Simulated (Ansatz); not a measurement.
Mulliken charges of C₃H₄F₂O, SMILES `FC(F)C1CO1` from PBE/def2-TZVPP in Ansatz (PBE0-D4/def2-TZVP geometry).

```
atom   x (Å)   y (Å)   z (Å)  charge (e)
  F1  -0.815  -0.894   1.794      -0.163
  C2  -0.934   0.049   0.824       0.259
  F3  -0.469   1.216   1.320      -0.158
  C4  -0.144  -0.392  -0.376       0.027
  C5   1.152   0.192  -0.694      -0.007
  O6  -0.021   0.557  -1.409      -0.278
  H7  -1.999   0.179   0.601       0.055
  H8  -0.372  -1.409  -0.691       0.094
  H9   1.869  -0.401  -1.254       0.078
 H10   1.558   0.964  -0.050       0.093
```

Problem. By hand: the dipole of these point charges (1 e Å = 4.8032 D).

Solution. Σ q r = (0.105, -0.265, -0.036) e Å, of length 0.287 e Å = 1.38 D.

Problem. How does the dipole of the full density compare? (An estimate is asked.)

Solution. Computed: (0.081, -0.221, -0.119) e Å, 1.27 D; the point charges give 1.09 times that, at 20° from its direction.

Point charges leave out the atoms' own dipoles, such as those of lone pairs, and Mulliken's split depends on the basis, so the two needn't agree.
